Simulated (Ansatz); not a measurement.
System: fcc Pb. Method: RPBE in Ansatz (plane waves, PAW).

Run with plane-wave cutoff 520 eV, 20×20×20 k mesh, Fermi–Dirac smearing 0.05 eV, scalar-relativistic PAW data made under PBE.

Pressure at four volumes; x = ln(V/33.296 Å³). One pressure is withheld.

| V (Å³/atom) | x | P (GPa) |
|---|---|---|
| 31.299 | -0.0619 | ? |
| 31.965 | -0.0408 | 1.549 |
| 33.296 | 0.0000 | 0.001 |
| 35.294 | 0.0583 | -1.770 |

Problem. Pass a parabola P(x) through the three rows shown, estimate the bulk modulus and its pressure derivative near zero pressure, and predict the withheld pressure.

Solution. Slopes between the rows: (0.001 − (1.549))/(0.0000 − (-0.0408)) = -37.94 and (-1.770 − (0.001))/(0.0583 − (0.0000)) = -30.38 GPa. Their difference over the span 0.0991 is c = 7.56/0.0991 = 76.3 GPa, so P(x) = 1.549 + (-37.94)(x − (-0.0408)) + 76.3 (x − (-0.0408))(x − (0.0000)). At the middle row B = −dP/dx = −[-37.94 + 76.3 × 0.0408] = 34.8 GPa, and B′ = dB/dP = 2c/B = 4.4. At x = -0.0619 the parabola gives 2.449 GPa; the run gives 2.463 GPa. The Birch–Murnaghan fit to the energies at all volumes has B0 = 34.6 GPa and B′ = 4.5.

Measured, for comparison: bulk modulus 47 GPa (corrected for temperature and zero-point phonon effects; as tabulated in Levämäki et al. (2014), arXiv:1402.3671). Computed (rounded) less measured: bulk modulus -26 %.

Spin–orbit coupling is not included; it can shift volumes and moduli of such heavy elements.

Ansatz is an electronic-structure program.
